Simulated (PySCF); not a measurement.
Input of a response calculation (the driver script's job line, then coordinates in Å):

```
{"job": {"kind": "uv", "xc": "B3LYP", "basis": "def2-SVPD", "nstates": 8, "ntriplets": 3}, "charge": 0, "multiplicity": 1}
C     -1.523407     0.009341     0.098320
C     -0.145848     0.097353    -0.544508
C      0.962582    -0.242131     0.452407
O      2.247833    -0.196129    -0.121347
H     -1.707140    -0.996673     0.468204
H     -1.598567     0.701535     0.934528
H     -2.296094     0.257833    -0.625021
H     -0.082892    -0.592303    -1.388644
H      0.015632     1.109862    -0.927059
H      0.903222     0.438136     1.315867
H      0.842690    -1.266025     0.814198
H      2.383187     0.678516    -0.502974
```

Its output, with some lines taken out ([cut]) and without the SCF cycles:

```
converged SCF energy = -194.2292589889

[cut]

Singlet excitations
state   eV       nm        f      main configurations
  1   6.7136    184.7   0.00685   H->L 0.92
[cut]
  3   7.9597    155.8   0.02119   H->L+2 0.97
[cut]
  5   8.2986    149.4   0.03756   H->L+3 0.95
  6   8.6670    143.1   0.02186   H-1->L+1 0.90
[cut]
  8   8.9413    138.7   0.00589   H-2->L 0.88

Triplet excitations (Tamm-Dancoff, eV): 6.4472 7.2667 7.8351
```

The calculation used TDDFT B3LYP/def2-SVPD, vertical, gas phase, core orbitals frozen in the response (PySCF). Geometry: GFN2-xTB, one conformer, isolated molecule.

Task: Restore the lines that were cut, in order.

Result: 
```
Static polarisability (au): isotropic 44.745, principal 40.611 43.172 50.451
  2   7.3888    167.8   0.00601   H->L+1 0.91
  4   8.1710    151.7   0.01128   H-1->L 0.94
  7   8.8536    140.0   0.00877   H->L+4 0.90
```

Task: Give the mean polarisability in Å³.

Result: 44.74 au × 0.148185 = 6.63 Å³.

Task: How much of the mean polarisability do the listed states account for?

Result: The sum over states Σ f/ΔE² (ΔE in hartree) gives 1.32 au, 3% of the total; the rest comes from higher roots of the same response equations.

Task: What share of the summed oscillator strength falls to the strongest level in this window?

Result: State 5 at 149 nm: 0.0376 of 0.1194, or 31%.

Task: Write the structure that the coordinates describe.

Result: 1-propanol (`CCCO`) (C3H8O).

H and L stand for HOMO and LUMO.

Conformer computed: `[CH3:1][CH2:2][CH2:3][OH:4]`: C1–C2–C3–O4 179°, H–O4–C3–C2 57°.
